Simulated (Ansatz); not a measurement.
Geometry optimisation, UKS PBE0/def2-SVP (Ansatz).

input.yaml

```yaml
crystal:
  periodic: [false, false, false]
  atoms:
    - { symbol: B, position_ang: [-1.44818, -0.4261, -0.78934] }
    - { symbol: Si, position_ang: [0.14033, 0.27648, 0.01317] }
    - { symbol: O, position_ang: [-0.34627, 1.24642, 1.24958] }
    - { symbol: H, position_ang: [-2.56725, -0.18099, -0.95998] }
    - { symbol: H, position_ang: [1.00091, -0.80084, 0.55675] }
    - { symbol: H, position_ang: [1.09481, 1.09492, -0.77787] }
    - { symbol: H, position_ang: [0.28884, 1.7072, 1.78964] }
magnetization:
  spin_polarized: true
  initial_magnetization: 1
basis:
  gaussian: { orbitals: def2-SVP }
hamiltonian:
  xc: pbe0
relax:
  f_tol: 0.015
  max_steps: 40
```

Command:

```bash
$ ansatz run input.yaml --threads 1 --pin off --max-ram 2048MiB --backend cpu --events-out ev --progress --plain --runs-dir out
```

**Question.** Where does it end, and by what steps?

**Answer.** The run converged. After 5 steps the energy has fallen by 0.263 eV; H4 moved furthest, 0.25 Å.

```tsv
step	energy less start (eV)	largest force component (eV/Å)	accepted
0	0.0000	1.233	yes
1	-0.2284	0.350	yes
2	-0.2499	0.198	yes
3	-0.2586	0.205	yes
4	-0.2622	0.081	yes
5	-0.2629	0.009	yes
```

```xyz
7
Properties=species:S:1:pos:R:3
B -1.415 -0.342 -0.903
Si 0.123 0.354 0.105
O -0.279 1.367 1.375
H -2.599 -0.391 -1.097
H 0.896 -0.833 0.601
H 0.984 1.064 -0.901
H 0.454 1.698 1.903
```

The run took 41 s on 1 thread of Arm Neoverse N1, on a shared host, peak memory 0.15 GiB.
